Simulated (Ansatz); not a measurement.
**SiH₂O: basis-set convergence**

Aim: see how fast density functionals and correlated methods converge with the basis set for SiH₂O.

Method: one geometry, several basis sets; program: Ansatz 0.2.0, Gaussian basis.

Plan: PBE0-D4/def2-SVP; ωB97M-V/def2-SVP; PBE0-D4/def2-QZVPP; ωB97M-V/def2-QZVPP; CCSD(T)/cc-pV(D+d)Z; CCSD(T)/cc-pV(T+d)Z; CCSD(T)/cc-pV(Q+d)Z; the functionals' def2-TZVPP values are taken from earlier runs.

### Step 1. The geometry

All runs share one geometry, relaxed beforehand with PBE0-D4 in a triple-zeta def2 set.

SMILES `O[SiH]`, 4 atoms, charge 0, spin multiplicity 1.

Atoms are counted from 1 here; the program's logs count them from 0.

Bond lengths: O1–Si2 1.657 Å, O1–H3 0.961 Å, Si2–H4 1.532 Å. Angles: Si2–O1–H3 114.2°, O1–Si2–H4 94.4°.

### Step 2. PBE0-D4 in def2-SVP

Contents of in.yaml:

```yaml
crystal:
  periodic: [false, false, false]
  atoms:
    - {symbol: O, position_ang: [0.068429, -0.756938, 0.219738]}
    - {symbol: Si, position_ang: [0.235220, 0.867967, -0.060800]}
    - {symbol: H, position_ang: [0.735797, -1.125641, 0.804562]}
    - {symbol: H, position_ang: [-0.984046, 0.954412, -0.983801]}
basis:
  gaussian: {orbitals: def2-SVP}
hamiltonian: {xc: pbe0, dispersion: d4}
output: {orbitals: {seedname: orbitals}}
```

Run with:

```console
ansatz run in.yaml --threads 4 --pin off --events-out ev --progress --plain --max-ram 10444MiB
```

The runs that follow: ωB97M-V in def2-SVP; PBE0-D4 in def2-QZVPP; ωB97M-V in def2-QZVPP; CCSD(T) in cc-pV(D+d)Z; CCSD(T) in cc-pV(T+d)Z; CCSD(T) in cc-pV(Q+d)Z.

Q: Predict the results of all the runs planned. Wanted: MP2 correlation recovered, cc-pV(D+d)Z; MP2 correlation recovered, cc-pV(T+d)Z; MP2 correlation recovered, cc-pV(Q+d)Z; CCSD(T) limit from def2 sets; PBE0-D4: double and triple zeta above quadruple; ωB97M-V: double and triple zeta above quadruple.

**Answer**, as computed:

| quantity | value |
| --- | --- |
| MP2 correlation recovered, cc-pV(D+d)Z | 69.6 % |
| MP2 correlation recovered, cc-pV(T+d)Z | 88.2 % |
| MP2 correlation recovered, cc-pV(Q+d)Z | 95.1 % |
| CCSD(T) limit from def2 sets (earlier runs) less the limit of this series | -26 meV |
| PBE0-D4: double and triple zeta above quadruple | 5.88, 0.40 eV |
| ωB97M-V: double and triple zeta above quadruple | 5.94, 0.38 eV |

In words: PBE0-D4 gains 5.48 eV from double to triple zeta, then 0.40 eV more. In cc-pV(D+d)Z MP2 holds 70 % of its limit, in cc-pV(Q+d)Z 95 %, while Hartree-Fock is within 0.082 eV in the largest set. A limit from the def2 sets, made apart, differs by 26 meV, a least measure of the doubt on such a limit. Total energies overstate the basis error of differences, where much of it tends to cancel.
